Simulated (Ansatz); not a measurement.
The input, for Ansatz 0.2.0:

```yaml
crystal:
  periodic: [false, false, false]
  atoms:
    - {symbol: C, position_ang: [0.000000, 0.000000, 1.793967]}
    - {symbol: B, position_ang: [0.000000, 0.000000, -0.293033]}
    - {symbol: O, position_ang: [0.000000, 0.000000, -1.500933]}
basis:
  gaussian: {orbitals: cc-pVDZ}
magnetization: {spin_polarized: true, initial_magnetization: 1}
hamiltonian: {xc: hf}
scf: {lower_state_search: off}
output: {forces: true, orbitals: {seedname: orbitals}}
```

```sh
$ ansatz run in.yaml --threads 1 --pin off --events-out ev --progress --plain --max-ram 2393MiB
```

Output:

```
these checks for a lower state are left out or cut short: stability, starts, cluster_reference, orbital_swaps, neighbouring_geometries, increment
393 factors; integrals over basis functions are off by at most 1.0e-3 eV
mean field evaluation 1: about -3728.5919 eV, gradient 3.2e1 eV
mean field evaluation 2: about -3728.5942 eV, gradient 3.2e1 eV
mean field evaluation 4: about -3734.5608 eV, gradient 3.6e0 eV
mean field evaluation 8: about -3734.7091 eV, gradient 2.8e-1 eV
mean field evaluation 16: about -3734.7322 eV, gradient 1.8e-5 eV
mean field -3734.73215498 eV, -137.2488752033 hartree, gradient 1.2e-6 eV, S^2 0.850958; 0 other end points of the search recorded, 0 dependent functions left out
the calculation of the forces begins
reference -3734.73215498 eV, -137.2488752033 hartree; 10, 9 occupied and 32, 33 virtual orbitals, 393 factors
Total energy: -3734.73215498 eV, -137.2488752033 hartree
Atom 0 at     0.000000     0.000000     1.793967 Å, force    -0.000000     0.000000    -3.238391 eV/Å
Atom 1 at     0.000000     0.000000    -0.293033 Å, force    -0.000000     0.000000     1.123733 eV/Å
Atom 2 at     0.000000     0.000000    -1.500933 Å, force     0.000000    -0.000000     2.114657 eV/Å
Dipole moment:     0.000000    -0.000000     0.584790 e Å
Checks for a lower state left out: stability, starts, cluster_reference, orbital_swaps, neighbouring_geometries, increment
```

Forces (eV/Å):
```
C    0.000  0.000 -3.238
B    0.000  0.000  1.124
O    0.000  0.000  2.115
```

Ran on 1 thread of Intel Xeon Platinum 8488C, shared host: 0.45 s wall, 0.15 GiB peak host memory.
